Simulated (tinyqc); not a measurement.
Worked calculation: Hueckel theory of the pi electrons with the omega technique, for the molecule c1cc[cH-]c1 (SMILES; centres numbered as the heavy atoms are written). One step of it, computed by the program tinyqc.

Problem. Omega technique, round 1. h_r = h_r(0) + omega q_r, omega = 1, with q_r = z_r - P_rr.

Hueckel matrix in units of beta (H = alpha + beta A):
```
          1C        2C        3C        4C        5C
1C  0.000000  1.000000  0.000000  0.000000  1.000000
2C  1.000000  0.000000  1.000000  0.000000  0.000000
3C  0.000000  1.000000  0.000000  1.000000  0.000000
4C  0.000000  0.000000  1.000000  0.000000  1.000000
5C  1.000000  0.000000  0.000000  1.000000  0.000000
```

charge and bond-order matrix P:
```
           1C         2C         3C         4C         5C
1C   1.200000   0.647214  -0.247214  -0.247214   0.647214
2C   0.647214   1.200000   0.647214  -0.247214  -0.247214
3C  -0.247214   0.647214   1.200000   0.647214  -0.247214
4C  -0.247214  -0.247214   0.647214   1.200000   0.647214
5C   0.647214  -0.247214  -0.247214   0.647214   1.200000
```

Centres:
```
centre  z_r, pi electrons of the neutral centre         h
1C                                            1  0.000000
2C                                            1  0.000000
3C                                            1  0.000000
4C                                            1  0.000000
5C                                            1  0.000000
```

Give: matrix after round 1.

Solution.

matrix after round 1:
```
         1C       2C       3C       4C       5C
1C  -0.2000   1.0000   0.0000   0.0000   1.0000
2C   1.0000  -0.2000   1.0000   0.0000   0.0000
3C   0.0000   1.0000  -0.2000   1.0000   0.0000
4C   0.0000   0.0000   1.0000  -0.2000   1.0000
5C   1.0000   0.0000   0.0000   1.0000  -0.2000
```
